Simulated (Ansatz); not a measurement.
The input, for Ansatz 0.2.0:

```yaml
crystal:
  periodic: [false, false, false]
  atoms:
    - {symbol: Si, position_ang: [0.000000, 0.027963, 1.736186]}
    - {symbol: As, position_ang: [0.000000, -0.030497, -0.639258]}
    - {symbol: H, position_ang: [0.000000, 1.487685, -0.860592]}
basis:
  gaussian: {orbitals: cc-pVDZ}
magnetization: {spin_polarized: false, initial_magnetization: 4}
hamiltonian: {xc: {name: B3LYP}}
correlation: {method: ccsdt_q_b, electrons: outside_noble_gas}
scf: {lower_state_search: light}
```

```sh
$ ansatz run in.yaml --threads 1 --pin off --events-out ev --progress --plain --max-ram 2393MiB
```

Roughly how long does this take on 1 thread of Intel Xeon Platinum 8259CL, shared host, and how much host memory?

18 s wall and 0.28 GiB.

```
974 factors; integrals over basis functions are off by at most 2.3e-7 eV
mean field evaluation 1: about -68731.1151 eV, gradient 6.3e0 eV
mean field evaluation 2: about -68731.1477 eV, gradient 6.2e0 eV
mean field evaluation 4: about -68731.3877 eV, gradient 1.1e0 eV
mean field evaluation 8: about -68731.4016 eV, gradient 4.1e-2 eV
mean field evaluation 16: about -68731.4017 eV, gradient 3.0e-5 eV
mean field -68731.40168546 eV, -2525.8324241234 hartree, gradient 5.8e-6 eV, S^2 6.000000; 0 other end points of the search recorded, 0 dependent functions left out
mean field evaluation 32: about -68670.1118 eV, gradient 8.2e-3 eV
19 core orbitals not correlated: weight in the atoms' cores, before any rotation towards them, 1.000 or more for the frozen orbitals, at most 0.000 for the correlated occupied ones
reference -68669.50781817 eV, -2523.5578664537 hartree; 7, 3 occupied and 24, 28 virtual orbitals, 974 factors
second order -3.93647361 eV of doubles, -0.24186653 eV of singles
cycle   1  -4.71681152 eV  change   -5.4e-1 eV  update   7.1e-2
cycle   2  -5.00980074 eV  change   -2.9e-1 eV  update   3.1e-2
cycle   3  -5.08712198 eV  change   -7.7e-2 eV  update   1.3e-2
cycle   4  -5.08939077 eV  change   -2.3e-3 eV  update   5.0e-3
cycle   5  -5.09253145 eV  change   -3.1e-3 eV  update   2.2e-3
cycle   6  -5.09209072 eV  change    4.4e-4 eV  update   1.0e-3
cycle   7  -5.09199259 eV  change    9.8e-5 eV  update   4.5e-4
cycle   8  -5.09240478 eV  change   -4.1e-4 eV  update   2.3e-4
cycle   9  -5.09240006 eV  change    4.7e-6 eV  update   9.2e-5
cycle  10  -5.09230481 eV  change    9.5e-5 eV  update   4.2e-5
cycle  11  -5.09232816 eV  change   -2.3e-5 eV  update   2.0e-5
cycle  12  -5.09234238 eV  change   -1.4e-5 eV  update   1.1e-5
cycle  13  -5.09234903 eV  change   -6.7e-6 eV  update   4.2e-6
cycle  14  -5.09234639 eV  change    2.6e-6 eV  update   2.2e-6
cycle  15  -5.09234390 eV  change    2.5e-6 eV  update   1.0e-6
cycle  16  -5.09234373 eV  change    1.7e-7 eV  update   4.8e-7
perturbative correction -0.00952686 eV, -0.0003501056 hartree
Total energy: -68674.60968877 eV, -2523.7453567399 hartree
```
